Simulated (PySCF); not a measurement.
Molecule: 3-methyl-2-butenenitrile (SMILES C(=C(C)C)C#N).

Molfile (atoms numbered from 1):
```
C5H7N
     RDKit          3D

 13 12  0  0  0  0  0  0  0  0999 V2000
    0.2580    1.3530    0.3000 C   0  0  0  0  0  0  0  0  0  0  0  0
   -0.3078    0.0026    0.0000 C   0  0  0  0  0  0  0  0  0  0  0  0
   -1.7932   -0.0876   -0.1415 C   0  0  0  0  0  0  0  0  0  0  0  0
    0.4635   -1.0962   -0.1412 C   0  0  0  0  0  0  0  0  0  0  0  0
    1.8827   -1.0756   -0.0185 C   0  0  0  0  0  0  0  0  0  0  0  0
    3.0396   -1.0713    0.0797 N   0  0  0  0  0  0  0  0  0  0  0  0
   -0.1657    1.7431    1.2398 H   0  0  0  0  0  0  0  0  0  0  0  0
   -0.0237    2.0680   -0.4902 H   0  0  0  0  0  0  0  0  0  0  0  0
    1.3522    1.3401    0.3874 H   0  0  0  0  0  0  0  0  0  0  0  0
   -2.1302   -1.1101   -0.3572 H   0  0  0  0  0  0  0  0  0  0  0  0
   -2.2898    0.2582    0.7801 H   0  0  0  0  0  0  0  0  0  0  0  0
   -2.1437    0.5746   -0.9504 H   0  0  0  0  0  0  0  0  0  0  0  0
    0.0123   -2.0680   -0.3605 H   0  0  0  0  0  0  0  0  0  0  0  0
  1  2  1  0
  2  3  1  0
  2  4  2  3
  4  5  1  0
  5  6  3  0
  1  7  1  0
  1  8  1  0
  1  9  1  0
  3 10  1  0
  3 11  1  0
  3 12  1  0
  4 13  1  0
M  END
```

Geometry PBE0-D3(BJ)/def2-SVP throughout; GIAO in PySCF 2.14, gas phase, one conformer, non-relativistic; equivalent atoms averaged; basis pcSseg-1.

(1) How do the absolute shieldings σ depend on the functional? (ppm; last column core-seconds on shared hosts with different chips, so compare them loosely; the GGAs took longer than the global hybrids here, which isn't the general rule, and the cause wasn't traced)

(2) Which nucleus moves most, in ppm?

Results:

(1) 
| functional | kind | C2 | C5 | C4 | C3 | C1 | N6 | H13 | H7/H8/H9 | H10/H11/H12 | core-s |
| --- | --- | --- | --- | --- | --- | --- | --- | --- | --- | --- | --- |
| HF | Hartree–Fock | 16.6 | 69.4 | 89.3 | 166.3 | 169.5 | -64.4 | 26.68 | 29.59 | 29.78 | 4.5 |
| LDA | LDA | 6.2 | 55.3 | 75.2 | 152.2 | 155.7 | -68.5 | 25.74 | 28.71 | 28.92 | 13 |
| PBE | GGA | 12.6 | 60.2 | 78.6 | 151.9 | 155.4 | -57.9 | 26.17 | 29.10 | 29.31 | 17 |
| BLYP | GGA | 6.0 | 56.7 | 74.5 | 147.0 | 150.7 | -61.4 | 26.43 | 29.27 | 29.49 | 17 |
| BP86 | GGA | 12.0 | 60.1 | 78.5 | 151.5 | 154.7 | -56.6 | 26.26 | 29.15 | 29.37 | 17 |
| OPBE | GGA | 26.0 | 68.6 | 86.6 | 157.9 | 161.1 | -43.4 | 26.11 | 29.13 | 29.34 | 17 |
| KT2 | GGA | 25.4 | 71.4 | 88.2 | 156.1 | 159.3 | -37.3 | 26.26 | 29.09 | 29.31 | 17 |
| KT3 | GGA | 26.7 | 71.7 | 88.1 | 155.5 | 158.8 | -35.2 | 26.40 | 29.25 | 29.47 | 17 |
| B97-D | GGA | 16.1 | 63.1 | 81.5 | 151.4 | 154.8 | -47.1 | 26.46 | 29.30 | 29.52 | 17 |
| B3LYP | global hybrid | 7.5 | 58.9 | 76.5 | 151.7 | 155.2 | -62.3 | 26.41 | 29.29 | 29.51 | 10 |
| PBE0 | global hybrid | 14.2 | 62.8 | 80.9 | 157.2 | 160.4 | -58.6 | 26.20 | 29.17 | 29.38 | 9.7 |
| mPW1PW91 | global hybrid | 13.2 | 62.2 | 80.1 | 156.3 | 159.5 | -59.4 | 26.27 | 29.23 | 29.43 | 10 |
| WP04 | global hybrid | 1.4 | 54.2 | 69.4 | 145.0 | 147.6 | -62.1 | 26.73 | 29.52 | 29.74 | 8.3 |
| B97-2 | global hybrid | 17.1 | 64.6 | 82.8 | 156.6 | 159.8 | -51.5 | 26.36 | 29.28 | 29.49 | 7.5 |
| BHandHLYP | global hybrid | 10.0 | 62.2 | 80.2 | 157.6 | 160.9 | -63.8 | 26.45 | 29.36 | 29.56 | 7.9 |
| CAM-B3LYP | range-separated hybrid | 7.6 | 60.2 | 77.3 | 155.8 | 159.2 | -60.6 | 26.33 | 29.27 | 29.47 | 11 |
| wB97X-D | range-separated hybrid | 12.8 | 62.7 | 80.4 | 157.7 | 160.7 | -56.4 | 26.35 | 29.31 | 29.52 | 10 |
| LC-wPBE | range-separated hybrid | 13.5 | 63.5 | 80.5 | 162.5 | 165.5 | -53.3 | 26.24 | 29.30 | 29.48 | 16 |

(2) N6 (nitrile nitrogen): from -68.5 ppm with LDA to -35.2 ppm with KT3. The smallest spread is 0.86 ppm, at H10/H11/H12. Proton shifts span only some 12 ppm, so a few tenths of a ppm matter as much there as several ppm in carbon.
